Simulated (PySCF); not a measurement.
## Computed properties of phosphine (H₃P), SMILES P

H₃P, SMILES P. Geometry optimised at PBE0-D3(BJ)/def2-TZVPD. The values are those of a single conformer. All values are computed for the isolated molecule unless a solvent is named; none is compared with measurement here.

**Structure.** The optimised structure has C3v symmetry. All 6 harmonic modes at PBE0-D3(BJ)/def2-TZVPD (PySCF) are real, so it is a minimum.

**Vibrations.** The strongest infrared lines (harmonic, unscaled, degenerate partners summed) lie at 2422 cm⁻¹ (100 km/mol, H 97 %), 2410 cm⁻¹ (29 km/mol, H 98 %), 1131 cm⁻¹ (22 km/mol, H 98 %). The softest mode is at 1000 cm⁻¹ and the zero-point energy is 15.0 kcal/mol.

**Electronic structure.** M06-2X/def2-TZVPD (PySCF) places the frontier levels at -8.95 and 0.59 eV, a gap of 9.54 eV, and gives a dipole moment of 0.61 D and a mean polarisability of 30.1 bohr³. PBE/def2-TZVPD (PySCF) at the same geometry gives -6.71 and -0.32 eV, so its gap is 3.15 eV narrower. An orbital gap is neither the optical nor the fundamental gap.

**Excitations.** TDA-M06-2X/def2-TZVPD (PySCF) has S1 at 6.88 eV (180 nm, f = 0.140, bright); the most intense of the 10 singlets computed lies at 9.57 eV (f = 0.16). Strengths of degenerate partners are summed. T1 (TDA) is at 6.05 eV, 0.83 eV under S1. TDA-PBE/def2-TZVPD (PySCF) puts S1 at 6.49 eV. No vertical singlet excitation falls in the visible range (under 3.1 eV).

**NMR.** GIAO shifts at PBE0/pcSseg-2 (PySCF) (non-relativistic, atoms alike by connectivity averaged): ¹H at 2.2 ppm against TMS.

**Solvation.** SMD-B3LYP/6-31G* (PySCF) gives 0.5 kcal/mol in water, -0.3 kcal/mol in tetrahydrofuran, -0.8 kcal/mol in methanol (1 M in both phases, gas-phase geometry); of these solvents methanol holds the molecule best.
